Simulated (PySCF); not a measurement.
Species: cyclopropylamine, C3H7N.
Numbering: `[NH2:1][CH:2]1[CH2:3][CH2:4]1` (hydrogens: H5, H6 on N1; H7 on C2; H8, H9 on C3; H10, H11 on C4)

Method used: PySCF, PBE0-D3(BJ)/def2-TZVP geometry optimisation, gas phase.

Task: What internal coordinates does the optimisation give?

Result: 
```
         bond  length (pm)
        N1–C2        143.4
        C2–C3        148.8
        C3–C4        150.5
        C2–C4        150.4
 N1–H5, N1–H6        101.2
        C2–H7        108.6
C3–H8, C4–H10        108.3
C3–H9, C4–H11        108.4
```

Bonds in one row agree within 1 pm and their mean is given. A selection of angles:
```
     angle  degrees
  C2–N1–H5    110.9
  H5–N1–H6    107.4
  N1–C2–C3    119.4
  N1–C2–C4    123.2
  N1–C2–H7    112.7
  C3–C2–C4     60.4
  C3–C2–H7    115.9
  C2–C3–C4     60.3
  C2–C3–H8    119.0
  C2–C3–H9    117.0
  C4–C3–H8    118.9
  C4–C3–H9    117.3
  H8–C3–H9    114.0
 C3–C4–H10    118.3
H10–C4–H11    114.8
```

Torsions: N1–C2–C3–C4 -114° (anticlinal); N1–C2–C4–C3 108° (anticlinal). The mirror-image conformer, all signs reversed, is as good.

The 3-membered ring C2–C3–C4 has internal angles of 59.3° to 60.4°. N1 (primary amine nitrogen) is pyramidal (angles 111.0°, 110.9° and 107.4°, sum 329.3°, 0.37 Å off the plane of its three neighbours). Of the pairs four or more bonds apart, H5···H9 is among the closest relative to their van der Waals radii: 2.35 Å, 98 % of the sum of Bondi's values.

Whether it is a minimum is left open (no frequencies). The numbers are those of one conformer (H–N1–C2–C3 21° and 141°).
